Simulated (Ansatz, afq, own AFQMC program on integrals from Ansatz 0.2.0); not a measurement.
AlBH₂, singlet → AlBH₂, triplet

```xyz
4

B     0.0000    0.0000    1.4848
Al    0.0000    0.0000   -0.7557
H     0.0000    1.0050    2.1514
H     0.0000   -1.0050    2.1514
```

Connectivity, by distances: BH2–Al.

E(triplet, charge +0) − E(singlet, charge +0) at this geometry, on RHF and UHF determinants.

Basis 6-31G. Only valence electrons are correlated. Ansatz 0.2.0 and our own AFQMC program on the same integrals; the CISD trial comes from CCSD amplitudes, and released means the phaseless constraint is let go. ± is one standard error of the sampling. The errors of all members are added in quadrature.

Full CI on the same integrals is exact in this basis and with this determinant's frozen core.

Errors are counted within 6-31G, not against nature.

Cautions: AlBH₂ (singlet): restricted determinant unstable towards unrestricted (UHF 113 meV lower, ⟨S²⟩ 0.53), the ph-AFQMC/CISD walk drifts between its halves (2.2 errors); AlBH₂ (triplet): another spin lies lower, raised T1 diagnostic (T1 0.050, weight of the determinant 0.87, largest double 0.12), the released energies are still falling, so no released level is given (meV from the phaseless value at times in 1/Eh: 10 ± 4 at 0.24, 4 ± 5 at 0.51, 2 ± 5 at 0.99, 1 ± 5 at 1.62, -13 ± 6 at 2.40), though the last usable value meets full CI within the noise, the ph-AFQMC/HF walk drifts between its halves (2.6 errors), the ph-AFQMC/CISD walk drifts between its halves (2.8 errors); core correlation is missing, and it shifts such a gap most where an s electron is promoted.

```json
{"level": "MP2", "vertical spin gap (kcal/mol)": "8.7"}
{"level": "CCSD", "vertical spin gap (kcal/mol)": "9.4"}
```

Task: From these cheaper values, estimate the vertical spin gap at the reference level in 6-31G.

Result: 8.1 kcal/mol (full CI in 6-31G).

```json
{"level": "HF", "vertical spin gap (kcal/mol)": "6.7", "error against FCI (kcal/mol)": "-1.4"}
{"level": "CCSD(T)", "vertical spin gap (kcal/mol)": "8.5", "error against FCI (kcal/mol)": "0.4"}
{"level": "CCSDT", "vertical spin gap (kcal/mol)": "8.1", "error against FCI (kcal/mol)": "0.0"}
{"level": "CCSDT(Q)", "vertical spin gap (kcal/mol)": "8.1", "error against FCI (kcal/mol)": "0.0"}
{"level": "ph-AFQMC/CISD", "vertical spin gap (kcal/mol)": "8.2 ± 0.2", "error against FCI (kcal/mol)": "0.1 ± 0.2"}
```

Correlation beyond CCSD(T) takes off 0.4 kcal/mol. The perturbative (T) step is worth −0.9 kcal/mol.

CCSDT and higher add their correlation energy to the determinant of the CCSD(T) run, since their own runs factorise the integrals more tightly (a shift of under 2 meV). A walk keeps the symmetry of its determinant, which the program's search chose and which needn't be the lowest solution, so a lower state of the same spin and another symmetry isn't excluded.
